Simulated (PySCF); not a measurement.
# First hyperpolarisability: 3-methylisoxazole, C4H5NO

Molfile (atoms numbered from 1):
```
C4H5NO
     RDKit          3D

 11 11  0  0  0  0  0  0  0  0999 V2000
   -1.6974   -0.0531   -0.2289 C   0  0  0  0  0  0  0  0  0  0  0  0
   -0.2434   -0.2209    0.0211 C   0  0  0  0  0  0  0  0  0  0  0  0
    0.7948    0.7441   -0.0962 C   0  0  0  0  0  0  0  0  0  0  0  0
    1.9029    0.0550    0.2509 C   0  0  0  0  0  0  0  0  0  0  0  0
    1.5894   -1.2041    0.5526 O   0  0  0  0  0  0  0  0  0  0  0  0
    0.2320   -1.3741    0.4066 N   0  0  0  0  0  0  0  0  0  0  0  0
   -2.1168    0.7136    0.4264 H   0  0  0  0  0  0  0  0  0  0  0  0
   -1.8807    0.2566   -1.2602 H   0  0  0  0  0  0  0  0  0  0  0  0
   -2.2173   -0.9927   -0.0468 H   0  0  0  0  0  0  0  0  0  0  0  0
    0.7187    1.7761   -0.3947 H   0  0  0  0  0  0  0  0  0  0  0  0
    2.9466    0.3173    0.3282 H   0  0  0  0  0  0  0  0  0  0  0  0
  1  2  1  0
  2  3  1  0
  3  4  2  0
  4  5  1  0
  5  6  1  0
  6  2  2  0
  1  7  1  0
  1  8  1  0
  1  9  1  0
  3 10  1  0
  4 11  1  0
M  END
```

Level of theory: quadratic response CAM-B3LYP/def2-TZVPD first hyperpolarisability, Taylor convention, gas phase in PySCF 2.14.0. Geometry: PBE0-D3(BJ)/def2-TZVP.

Q: Give β for the processes computed.

A: In au, Taylor convention; the vector part is βᵢ = ⅓ Σⱼ (βᵢⱼⱼ + βⱼᵢⱼ + βⱼⱼᵢ); β∥ is 3/5 of the vector part along the dipole, the dipole points from − to +:
```csv
process,λ (nm),β vector norm,β∥,β HRS,depolarisation ratio
"static β(0;0,0)",∞,60.8,-36.1,30.7,3.11
"second harmonic β(−2ω;ω,ω)",1907,62.0,-36.9,31.6,3.05
"Pockels β(−ω;ω,0)",1907,61.2,-36.4,–,–
"second harmonic β(−2ω;ω,ω)",1064,64.8,-38.6,34.0,2.90
"Pockels β(−ω;ω,0)",1064,62.1,-36.9,–,–
```

Q: Which lowest excitations, dipole and polarisabilities go with it?

A: S1 6.64 eV (f = 0.125); S2 6.75 eV (f = 0.004); S3 7.08 eV (f = 0.033); dipole 3.06 D; isotropic α 55.4 au static, 55.5 au at 1907 nm, 55.8 au at 1064 nm, 56.0 au at 953.5 nm, 57.3 au at 532 nm.
